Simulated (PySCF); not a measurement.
**AlO⁻: from constants to spectrum**

RHF-CCSD(T) constants of AlO⁻, ¹Σ⁺ (singlet), closed shell (Al aug-cc-pVDZ-DK, O aug-cc-pVDZ-DK; spin-free X2C with a Gaussian nucleus (PySCF 2.14); masses 26.9815 and 15.9949 u):

| Quantity | Value |
| --- | --- |
| ωe | 893.3 cm⁻¹ |
| ωexe | 4.6 cm⁻¹ |
| Be | 0.58844 cm⁻¹ |
| αe | 0.00463 cm⁻¹ |
| D (centrifugal) | 1.02e-06 cm⁻¹ |

Q: Give the band origin of the fundamental and the first lines of its P and R branches.

A: ν0 = ωe − 2ωexe = 884.1 cm⁻¹, B0 = 0.58613, B1 = 0.58149 cm⁻¹.

```
J″  P(J″) − ν0  R(J″) − ν0
 0                   1.163
 1      -1.172       2.317
 2      -2.354       3.461
 3      -3.544       4.596
 4      -4.744       5.722
 5      -5.953       6.838
 6      -7.172       7.945
```

Q: Near which J would the R branch turn back, without centrifugal distortion?

A: At J ≈ (B0 + B1)/(2(B0 − B1)) − 1 ≈ 130.

Correlated steps freeze 6 core orbitals. The CCSD T1 diagnostic is raised, a sign that a single reference may not be enough here.
